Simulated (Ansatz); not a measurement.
Cost and result for the atomization energy of C$_{2}$H$_{4}$ClF, SMILES `FCCCl` (8 atoms, 7 bonds).

Charge 0, multiplicity 1. The geometry is a stationary point of PBE0-D4/def2-TZVP. It is one conformer, not always the lowest. Program: Ansatz. Hardware: A = 2 threads of an AMD EPYC 7R13 on a shared host; B = 2 threads of an AMD EPYC 7R13 on a shared host and a share of an NVIDIA H100 80 GB. Times are those of one run each, without the atoms' runs, and a repeat can differ threefold. Electronic energies, without spin–orbit coupling; frozen cores. CCSD(T)/CBS extrapolates def2-TZVPP and def2-QZVPP, and its time is that of the two runs behind it. T1 = 0.010. B3LYP takes the VWN-RPA correlation (the form of Gaussian; ORCA's B3LYP/G).

CCSD(T)/CBS is a level of theory with its own doubt, some kJ/mol a heavy atom from the limit and from the frozen cores, so smaller differences don't rank the functionals.

| level | functions | wall time |
| --- | --- | --- |
| PBE-D4/def2-TZVPP (with forces) [A] | 191 | 2.3 s |
| PBE0-D4/def2-TZVPP [A] | 191 | 2.4 s |
| B3LYP-D4/def2-TZVPP (with forces) [A] | 191 | 3.2 s |
| r2SCAN-D4/def2-TZVPP (with forces) [A] | 191 | 3.8 s |
| B2PLYP/def2-TZVPP [A] | 191 | 4.5 s |
| ωB97X-V/def2-TZVPP [A] | 191 | 5.5 s |
| ωB97M-V/def2-TZVPP (with forces) [A] | 191 | 7.5 s |
| CCSD(T)/def2-TZVPP [B] | 191 | 16 s |
| CCSD(T)/def2-QZVPP [B] | 361 | 21 s |
| CCSD(T)/CBS(def2) | – | 37 s |

What atomization energy does each give, and how far from CCSD(T)/CBS? (An estimate is asked.)

The calculation gave: 
```
                                 level  atomization (kcal/mol)  difference from CCSD(T)/CBS  per bond
   PBE-D4/def2-TZVPP (with forces) [A]                   715.9                         18.9       2.7
                PBE0-D4/def2-TZVPP [A]                   702.0                          5.0       0.7
 B3LYP-D4/def2-TZVPP (with forces) [A]                   695.3                         -1.7      -0.2
r2SCAN-D4/def2-TZVPP (with forces) [A]                   699.6                          2.6       0.4
                 B2PLYP/def2-TZVPP [A]                   689.5                         -7.5      -1.1
                ωB97X-V/def2-TZVPP [A]                   698.9                          1.9       0.3
  ωB97M-V/def2-TZVPP (with forces) [A]                   699.9                          2.9       0.4
                CCSD(T)/def2-TZVPP [B]                   679.9                        -17.1      -2.4
                CCSD(T)/def2-QZVPP [B]                   690.0                         -7.0      -1.0
                     CCSD(T)/CBS(def2)                   697.0                          0.0       0.0
```

In def2-TZVPP, CCSD(T) changes the Hartree–Fock value by +170.5 kcal/mol (the triples alone add +10.5 kcal/mol) and MP2 by +184.5 kcal/mol; breaking electron pairs costs correlation energy, which Hartree–Fock lacks. The D4 term adds +4.7 kcal/mol with B3LYP and +2.4 kcal/mol with PBE0; it sums over pairs of atoms, weighted by their polarisabilities, and B3LYP, whose exchange is more repulsive, gets the larger term. From PBE to PBE0 (25 % exact exchange), in def2-TZVPP and without D4, the atomization energy moves by −13.5 kcal/mol: exact exchange takes away binding that semilocal exchange gives to molecules.
